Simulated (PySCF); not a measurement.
# How far are cheaper levels from CCSD(T)/CBS for AlF⁺?

PySCF; the state is a doublet (σ ↑). The composite is CCSD(T) extrapolated to the basis-set limit from two correlation-consistent sets, with core-valence (CV) and scalar-relativistic (SR) terms as its label shows; it has no spin–orbit coupling and nothing beyond (T). Here it is CCSD(T)/CBS(TQ)+CV+SR. It gives Re = 1.595 Å, ωe = 960 cm⁻¹ and De = 3.32 eV to Al⁺ + F.

| level | basis | relativity | Re (Å) | ωe (cm⁻¹) | De (eV) |
| --- | --- | --- | --- | --- | --- |
| UHF | pcseg-1 | no relativity | 1.610 | 969 | 1.90 |
| UHF | def2-TZVPPD | no relativity | 1.577 | 1013 | 2.23 |
| UHF-MP2 | pcseg-1 | no relativity | 1.636 | 921 | 3.27 |
| UHF-MP2 | def2-TZVPPD | no relativity | 1.608 | 941 | 3.70 |
| UHF-SCS-MP2 | def2-TZVPPD | no relativity | 1.606 | 944 | 3.38 |
| UHF-CCSD | def2-TZVPPD | no relativity | 1.600 | 957 | 3.04 |
| UHF-CCSD(T) | pcseg-1 | no relativity | 1.636 | 914 | 2.68 |
| B3LYP | def2-TZVPPD | no relativity | 1.608 | 917 | 3.18 |
| PBE0 | def2-TZVP | no relativity | 1.601 | 939 | 3.29 |
| MN15 | pcseg-1 | no relativity | 1.629 | 918 | 3.04 |

Task: Give the difference of each row from the composite.

Result: 

```json
{"level": "UHF", "basis": "pcseg-1", "ΔRe (pm)": "+1.5", "Δωe (%)": "+0.9", "ΔDe (eV)": "-1.42"}
{"level": "UHF", "basis": "def2-TZVPPD", "ΔRe (pm)": "-1.8", "Δωe (%)": "+5.5", "ΔDe (eV)": "-1.09"}
{"level": "UHF-MP2", "basis": "pcseg-1", "ΔRe (pm)": "+4.1", "Δωe (%)": "-4.1", "ΔDe (eV)": "-0.05"}
{"level": "UHF-MP2", "basis": "def2-TZVPPD", "ΔRe (pm)": "+1.3", "Δωe (%)": "-2.0", "ΔDe (eV)": "+0.38"}
{"level": "UHF-SCS-MP2", "basis": "def2-TZVPPD", "ΔRe (pm)": "+1.1", "Δωe (%)": "-1.7", "ΔDe (eV)": "+0.06"}
{"level": "UHF-CCSD", "basis": "def2-TZVPPD", "ΔRe (pm)": "+0.5", "Δωe (%)": "-0.3", "ΔDe (eV)": "-0.28"}
{"level": "UHF-CCSD(T)", "basis": "pcseg-1", "ΔRe (pm)": "+4.1", "Δωe (%)": "-4.8", "ΔDe (eV)": "-0.64"}
{"level": "B3LYP", "basis": "def2-TZVPPD", "ΔRe (pm)": "+1.3", "Δωe (%)": "-4.5", "ΔDe (eV)": "-0.14"}
{"level": "PBE0", "basis": "def2-TZVP", "ΔRe (pm)": "+0.6", "Δωe (%)": "-2.2", "ΔDe (eV)": "-0.03"}
{"level": "MN15", "basis": "pcseg-1", "ΔRe (pm)": "+3.4", "Δωe (%)": "-4.4", "ΔDe (eV)": "-0.28"}
```

Task: Which rows come closest in De?

Result: PBE0 in def2-TZVP (-0.03 eV), counted from the composite.

Correlated steps freeze 6 core orbitals. Correlated levels converge slowly with the basis: in double zeta they bind strong bonds too weakly, by up to about 1 eV, and carry superposition errors of some tenths. For an ion De counts to the pair picked by the measured ionisation energies or electron affinities, which need not be the lowest pair at this level. The state is the lowest determinant that a PBE0 search found; another state may lie lower at other levels.
